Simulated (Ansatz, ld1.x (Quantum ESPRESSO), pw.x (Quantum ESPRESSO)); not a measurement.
**Equation-of-state test of one TM potential (vanadium)**

* Element: vanadium
* Generator: ld1.x (Quantum ESPRESSO) 7.5
* Type: norm-conserving Troullier–Martins (Kleinman–Bylander form)
* Functional: PBEsol
* Relativity: scalar-relativistic
* Frozen core: [Ar]
* Valence charge: 5
* Reference configuration: 3d3 4s2 4p0
* Partial waves: 4s (bound): rc 1.90 bohr; 3d (bound): rc 1.85 bohr; 4p (bound, empty): rc 3.10 bohr
* Local potential: the p channel
* Core correction: a·sin(br)/r model core inside 1.50 bohr

Crystal test: bcc V in pw.x 7.5, no spin, 16³ k-points, Fermi–Dirac smearing 0.01 Ry, cutoffs 100/400 Ry. The reference is all-electron LAPW (Ansatz 0.2.0) with the same functional, mesh and smearing; V0 and B0 come from Birch–Murnaghan fits to the pressures at five volumes. Errors are pseudo minus all-electron; Δ is the rms difference of the E(V) curves that follow from these fits, minima aligned, over ±6 % about the mean V0. Mesh and smearing are coarse, so the numbers serve the comparison and aren't converged zero-temperature values; the lattice is a test structure that the element need not adopt.

All-electron: a0 = 2.962 Å (V0 = 12.99 Å³/atom), B0 = 194.1 GPa.

Task: How far does the potential miss the all-electron equation of state?

Result: mean pressure error (GPa): +30.98. The pressure does not cross zero within the volumes sampled, so no fit is given. The largest radius (3.10 bohr) exceeds half the bond length (2.42 bohr), so the spheres overlap, which is one possible source of error among others. This is a poor potential for the solid. Atomic configuration tests: 1 of 7 tests not solved or not reliable. The logarithmic derivative shows an extra or strongly shifted pseudo pole above the reference energy (s near 1.21 Ry).

```csv
V (Å³/atom),P all-electron (GPa),P pseudo (GPa)
12.276,12.20,49.49
12.599,6.29,40.05
12.922,1.03,31.66
13.245,-3.64,24.21
13.568,-7.79,17.57
```

Task: At the middle volume, how do free energy and pressure move when the wave cutoff is lowered (ecutrho kept at four times it)?

Result:

| cutoff (Ry) | shift of F (meV/atom) | shift of P (GPa) |
| --- | --- | --- |
| 45 | +2852.4 | -152.17 |
| 60 | +214.2 | -20.23 |
| 80 | +7.4 | +0.10 |

Input at the middle volume:

```
&control
  calculation='scf', prefix='x', pseudo_dir='./', outdir='./tmp', tstress=.true., disk_io='low'
/
&system
  ibrav=0, nat=1, ntyp=1, ecutwfc=100, ecutrho=400, nbnd=9,
  occupations='smearing', smearing='fd', degauss=0.01
/
&electrons
  conv_thr=1e-09, mixing_beta=0.4, electron_maxstep=70
/
ATOMIC_SPECIES
V 1.0 V.UPF
CELL_PARAMETERS angstrom
  -1.47827959 1.47827959 1.47827959
  1.47827959 -1.47827959 1.47827959
  1.47827959 1.47827959 -1.47827959
ATOMIC_POSITIONS crystal
V 0.0000 0.0000 0.0000
K_POINTS automatic
16 16 16 0 0 0
```

```bash
pw.x < V.scf.in > V.scf.out
```

Lines of the output:

```
Message from routine setup:
     using ibrav=0 with symmetry is DISCOURAGED, use correct ibrav instead
     lattice parameter (alat)  =       4.8386  a.u.
     unit-cell volume          =      87.2020 (a.u.)^3
     number of electrons       =         5.00
     number of Kohn-Sham states=            9
     kinetic-energy cutoff     =     100.0000  Ry
     charge density cutoff     =     400.0000  Ry
     scf convergence threshold =      1.0E-09
     Exchange-correlation= PBESOL
     number of k points=   145  Fermi-Dirac smearing, width (Ry)=  0.0100
     iteration #  1     ecut=   100.00 Ry     beta= 0.40
     total energy              =     -16.97264427 Ry
     estimated scf accuracy    <       0.02198345 Ry
     iteration #  2     ecut=   100.00 Ry     beta= 0.40
     total energy              =     -16.97547569 Ry
     estimated scf accuracy    <       0.00104890 Ry
     iteration #  3     ecut=   100.00 Ry     beta= 0.40
     total energy              =     -16.97557234 Ry
     estimated scf accuracy    <       0.00021438 Ry
     iteration #  4     ecut=   100.00 Ry     beta= 0.40
     total energy              =     -16.97557404 Ry
     estimated scf accuracy    <       0.00000020 Ry
     iteration #  5     ecut=   100.00 Ry     beta= 0.40
     total energy              =     -16.97557407 Ry
     estimated scf accuracy    <       0.00000002 Ry
     iteration #  6     ecut=   100.00 Ry     beta= 0.40
     the Fermi energy is    11.6727 ev
!    total energy              =     -16.97557407 Ry
     estimated scf accuracy    <          7.6E-10 Ry
     smearing contrib. (-TS)   =      -0.00708457 Ry
     The total energy is F=E-TS. E is the sum of the following terms:
     one-electron contribution =       7.94127108 Ry
     hartree contribution      =       0.78165716 Ry
     xc contribution           =      -9.40729074 Ry
     ewald contribution        =     -16.28412700 Ry
     convergence has been achieved in   6 iterations
          total   stress  (Ry/bohr**3)                   (kbar)     P=      316.61
```

The run at the middle volume (145 k-points, 6 iterations) took about 13 s on one core of a shared host (Neoverse-V1, 32 threads, 247 GiB, load 14).
